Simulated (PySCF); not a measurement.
# Static response to an electric field

C₄H₁₂NP.
Structure used (GFN2-xTB), in Å, numbered top down from 1:
```
atom  x, y, z in Å
C1     2.328    0.703   -0.649
N2     1.046    1.066   -0.087
P3    -0.188    0.131    0.103
C4    -1.474    1.171    0.855
C5    -1.008   -0.622   -1.385
C6    -0.070   -1.342    1.232
H7     2.936    1.610   -0.658
H8     2.257    0.335   -1.678
H9     2.857   -0.051   -0.056
H10   -2.401    0.616    0.983
H11   -1.635    2.029    0.208
H12   -1.112    1.522    1.818
H13   -1.195    0.178   -2.100
H14   -1.941   -1.119   -1.133
H15   -0.329   -1.343   -1.839
H16    0.365   -1.002    2.171
H17   -1.040   -1.793    1.416
H18    0.593   -2.082    0.786
```

Level: wB97X-D/def2-SVPD (PySCF), static field, nuclei fixed, core orbitals frozen in the response. The polarisability tensor in these axes (au):

```
x   89.89  4.00 -2.93
y    4.00 80.81 -0.89
z   -2.93 -0.89 79.66
```

**Question.** Give the principal values, the mean and the anisotropy Δα = √{½[(α1 − α2)² + (α2 − α3)² + (α1 − α3)²]}.

**Answer.** Principal values 78.83, 79.38 and 92.16 au; mean 83.46 au = 12.37 Å³ = 13.76 × 10⁻⁴⁰ C²·m²/J; Δα = 13.06 au (16 % of the mean).

**Question.** What is the dipole moment, and where does it point?

**Answer.** (-2.34, -2.44, 0.18) D, 3.39 D in size, pointing from the negative to the positive side. Measured along this direction, the outermost atoms are H7 at the negative end and H14 and H17 at the positive end.

**Question.** Rayleigh depolarisation ratio (linearly polarised light, static tensor)?

**Answer.** ρ = 3Δα²/(45ᾱ² + 4Δα²) = 511.6/(313420 + 682.1) = 0.00163.

**Question.** Form Σ f/ω² (atomic units) for the 8 lowest TDDFT singlets, given as eV and f, and set it beside the mean polarisability, which is this sum over all singlets: 5.53, 0.0112; 6.32, 0.0182; 6.43, 0.0001; 6.80, 0.0348; 6.86, 0.0226; 7.16, 0.0048; 7.32, 0.0474; 7.45, 0.0011.

**Answer.** They add up to 2.27 au, 2.7 % of the 83.46 au; the largest single term is 0.66 au, from the state at 7.32 eV. Terms in order: 0.27, 0.34, 0.00, 0.56, 0.36, 0.07, 0.66, 0.01 au. Higher excitations give the rest. The strengths listed sum to 0.140.

**Question.** In a dilute gas of rigid molecules at 298 K, how does the orientational term μ²/3kT compare with the electronic polarisability?

**Answer.** In Gaussian units μ²/3kT = 92.85 Å³ against 12.37 Å³, a ratio of 7.51; the Debye molar polarisation (4π/3)N_A(α + μ²/3kT) is 265.4 cm³/mol, leaving out the vibrational part.

**Question.** Give the principal axes and the span of the nuclei along them.

**Answer.** Largest value along (0.91, 0.34, -0.24), where the nuclei span 5.58 Å; middle along (-0.24, 0.90, 0.37), 4.12 Å; least along (0.34, -0.28, 0.90), 4.69 Å. The strongest response lies along the longest span, while the other two are in reverse order.

Geometry: GFN2-xTB; no solvent, vibrations or thermal averaging.
